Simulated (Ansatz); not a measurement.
Born–Oppenheimer molecular dynamics of BClH6Si (9 atoms, charge 0, multiplicity 1). It starts at the highest image of a converged band, a first-order saddle point between two minima.

Level of theory: RKS r2SCAN/def2-SVP (Ansatz).

- ensemble: NVE (velocity Verlet)
- time step: 0.5 fs
- steps asked: 200
- starting velocities drawn for: 300 K
- seed: 10808

First frame:

```xyz
9
Properties=species:S:1:pos:R:3
B 0.236 0.472 -0.020
H -0.423 -0.552 1.314
Cl 1.654 -0.441 -0.603
H -0.839 0.150 -0.471
Si 0.523 2.362 0.661
H 1.725 2.472 1.546
H 0.741 3.238 -0.532
H -0.664 2.881 1.414
H 0.054 -0.058 1.686
```

(1) How far do the bonds stretch over the last three quarters of this one trajectory? (Pairs bonded in most of those frames.)

Results:

(1) 
```tsv
bond	mean (Å)	spread (Å)	shortest	longest
B1–H2	1.386	0.068	1.26	1.48
B1–Cl3	1.834	0.047	1.75	1.90
B1–H4	1.214	0.008	1.20	1.23
B1–Si5	2.050	0.050	1.98	2.14
B1–H9	1.349	0.053	1.25	1.44
Si5–H6	1.497	0.011	1.48	1.51
Si5–H7	1.496	0.044	1.43	1.56
Si5–H8	1.499	0.011	1.48	1.51
```

Mean temperature of the second half: 198 K. The conserved energy stayed within 0.054 meV per atom of its start (net change 0.036 meV per atom), so the integration is sound. A run of 0.1 ps of so small a system gives no equilibrium averages. The orbitals stay closed-shell, which can raise the energy where a bond breaks towards radicals; this wasn't checked here.

Run time: 7.7 min on 2 threads of Arm Neoverse V1 (shared host), peak memory 0.16 GiB.
